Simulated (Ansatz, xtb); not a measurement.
**A geometry optimisation of BH6Si2 with r2SCAN-D4/def2-SVP**

The starting geometry of this gas-phase doublet has its atoms placed at random.

```xyz
9

B    -0.6923    1.1323    0.6213
Si    0.4118   -0.1639   -0.8041
Si    1.5911    1.3664   -0.1692
H    -0.7519    0.3294   -0.5770
H     0.5960    1.5588   -1.5687
H    -0.9070    0.2520    1.1862
H     1.0972   -0.5686    0.9917
H     0.0805   -0.8839    0.6764
H    -0.6528   -1.4314   -0.6837
```

Problem. Guess where an optimisation with r2SCAN-D4/def2-SVP ends from this start.

Solution. It loosens into BH4Si2 + H2, which stay close as a complex. Distances that change by over a tenth: B1–H6 (1.07 → 1.21 Å). Contacts that open: Si2–H4 (1.28 → 2.84 Å), Si2–H8 (1.68 → 2.96 Å). Contacts that close: B1–Si3 (2.43 → 2.15 Å), B1–H4 (1.44 → 1.21 Å), Si2–H5 (1.89 → 1.67 Å), H7–H8 (1.11 → 0.76 Å).

The energy falls by 7.00 eV over 35 steps:

```csv
step,E − E(last) (eV)
1,7.002
5,1.130
9,0.333
12,0.038
16,0.006
20,0.005
24,0.003
27,0.001
31,0.000
35,0.000
```

Final geometry (Å):

```yaml
atoms:
  - { symbol: B, position_ang: [-0.8251, 1.1284, 0.2592] }
  - { symbol: Si, position_ang: [0.5990, 0.0179, -0.7716] }
  - { symbol: Si, position_ang: [0.8493, 2.1699, -0.5893] }
  - { symbol: H, position_ang: [-1.9547, 1.1164, -0.1802] }
  - { symbol: H, position_ang: [0.6140, 1.1749, -1.9783] }
  - { symbol: H, position_ang: [-0.6659, 1.1698, 1.4612] }
  - { symbol: H, position_ang: [1.0369, -2.2371, 1.4025] }
  - { symbol: H, position_ang: [0.5543, -1.6981, 1.6359] }
  - { symbol: H, position_ang: [0.5647, -1.2510, -1.5666] }
```

From the same start GFN2-xTB ends elsewhere, in pieces: BH4Si2 + H2.

From so rough a start the end depends on the optimiser's path, so another program may land elsewhere. No frequencies were run, so the end isn't proven a minimum. Open shells are spin-unrestricted. Run with Ansatz 0.2.0, 4.6 min on 1 thread of Intel(R) Xeon(R) Platinum 8259CL CPU @ 2.50GHz (Skylake/Cascade Lake), on a shared host.
